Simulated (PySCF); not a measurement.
PH3.
SMILES with atom numbers: `[PH3:1]` (hydrogens: H2, H3, H4 on P1)

A GFN2-xTB structure was refined with PBE0-D3(BJ)/def2-SVP geometry optimisation, gas phase (PySCF 2.14.0). Its GFN2-xTB values:

| coordinate | GFN2-xTB |
| --- | --- |
| P1–H2 | 1.416 Å |
| P1–H3 | 1.360 Å |
| H2–P1–H3 | 91.3° |

Q: How do these coordinates change at the PBE0-D3(BJ)/def2-SVP level?

A: 
| coordinate | PBE0-D3(BJ)/def2-SVP (Å or °) | change |
| --- | --- | --- |
| P1–H3 | 1.429 | +0.069 |
| P1–H2 | 1.429 | +0.013 |
| H2–P1–H3 | 93.0 | +1.7 |

The energy falls by 10.7 kJ/mol over 4 energy and gradient evaluations, the largest force component goes from 0.0323 to 7.8e-05 Eh/bohr, and the atoms move by 0.051 Å rms after alignment. The bond that changes most is P1–H3 (phosphine phosphorus to P–H hydrogen), which lengthens by 0.069 Å. Bonds longer at the end by more than 0.005 Å: 3 of 3; shorter: 0. Rotational constants go from 141521, 137137, 127936 to 131470, 131450, 116795 MHz.

The run used 33 basis functions and 22 SCF cycles in all. Hardware: an AMD EPYC 7R43 with one thread, shared host with 256 logical CPUs at a one-minute load of 109. Cost: 2.0 s, 0.25 GiB resident at most.

No PBE0-D3(BJ)/def2-SVP frequencies stand behind this structure, so it isn't proved a minimum.
